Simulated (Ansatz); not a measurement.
Reaction (hydrogenolysis of a C–F bond): `C=C(N)OCF` + H₂ → `C=C(N)OC` + H–F

Gas-phase electronic energies from Ansatz, PBE0-D4/def2-TZVP geometries. CBS: MP2 limit from def2 TZ/QZ plus the TZ coupled-cluster correction, frozen cores. This one scheme is used for every species. Functionals use def2-TZVPP. Each species was taken in one conformer, which may not be the lowest.

Question: Is it downhill or uphill in electronic energy at CCSD(T)/CBS, and by how much? (Estimate.)

Answer: Ansatz gave: Downhill: ΔE = -89.4 kJ/mol.

Question: What do these levels give: LDA (SPW92), BLYP-D4, r2SCANh-D4, r2SCAN0-D4, ωB97M-V, BHLYP, RPA@PBE/def2-TZVPP, HF/def2-TZVPP, HF/def2-QZVPP, MP2/def2-QZVPP, HF/CBS(def2), MP2/CBS(def2)? (Best estimate.)

Answer: Computed: LDA (SPW92) -78.3, BLYP-D4 -70.8, r2SCANh-D4 -79.5, r2SCAN0-D4 -83.5, ωB97M-V -79.3, BHLYP -84.2, RPA@PBE/def2-TZVPP -77.8, HF/def2-TZVPP -84.6, HF/def2-QZVPP -85.6, MP2/def2-QZVPP -94.7, HF/CBS(def2) -85.8, MP2/CBS(def2) -96.6 kJ/mol.

Largest T1 diagnostic among the species: 0.012.

From PBE to PBE0 (25 % exact exchange), in def2-TZVPP and without D4, ΔE moves by −7.6 kJ/mol. At CCSD(T), def2-SVP lies +21.1 kJ/mol from the extrapolated value and def2-TZVPP +5.3 kJ/mol.
